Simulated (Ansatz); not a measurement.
The input, for Ansatz 0.2.0:

```yaml
crystal:
  periodic: [false, false, false]
  atoms:
    - {symbol: Ti, position_ang: [-1.046109, 0.019282, 0.028665]}
    - {symbol: Si, position_ang: [1.565489, -0.028855, -0.042897]}
    - {symbol: H, position_ang: [1.993583, -1.452767, -0.048563]}
    - {symbol: H, position_ang: [2.066123, 0.675798, 1.166918]}
    - {symbol: H, position_ang: [1.998760, 0.665300, -1.284367]}
basis:
  gaussian: {orbitals: "6-31G*"}
total_charge: 1
magnetization: {spin_polarized: false, initial_magnetization: 2}
correlation: {method: fic_mrcisd_q, electrons: outside_noble_gas}
scf: {omitted_lower_state_checks: [cluster_reference]}
```

```sh
$ ansatz run in.yaml --threads 1 --pin off --events-out ev --progress --plain --max-ram 2393MiB
```

Question: One thing in this input was set wrong on purpose, beside settings that are merely unusual. What is the gravest fault, and what does the program do?

Answer: Method needs an active space. How the run ends: refused.
```
Error: this correlation method needs an active space: name one as the reference
```
